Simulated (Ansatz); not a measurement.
A relaxed structure of Rh. Level of theory: PBEsol (plane waves to 420 eV, PAW, scalar-relativistic; Ansatz, a program for electronic structure).

```xyz
1
Lattice="0.0000 1.8901 1.8901 1.8901 0.0000 1.8901 1.8901 1.8901 0.0000" Properties=species:S:1:pos:R:3 pbc="T T T"
Rh     1.8901     1.8901     1.8901
```

### Question
Find the space group and the Wyckoff positions (tolerance 0.01 Å).

### Answer
Space group Fm-3m (No. 225); a = 3.7802 Å, b = 3.7802 Å, c = 3.7802 Å, α = 90.00°, β = 90.00°, γ = 90.00°

| atom | site | symmetry | x | y | z |
|---|---|---|---|---|---|
| Rh | 4b | m-3m | 0.5000 | 0.5000 | 0.5000 |

This is the fcc (Cu type).

### Question
Give the shortest distances between elements (the closest pairs, up to four, under 3.6 Å).

### Answer
Rh–Rh 2.67 Å.

```yaml
volume_per_atom: 13.50 Å³
band_gap: zero (metallic)
```

No spin polarisation in the result.

Measured for Rh: a 3.794 Å (static lattice; corrected from measurement; as listed in Daniel Mejia-Rodriguez, S. B. Trickey, Phys. Rev. B (2018)). Computed minus measured — a: PBEsol -0.4 %. The computed values are for a static lattice.

The run could not lose the symmetry of its start.

It was reached from a disturbed copy of a Pm-3m (No. 221) cell (AFLOW prototype A_cP1_221_a (A_h)), against which it lies -0.89 eV/atom.
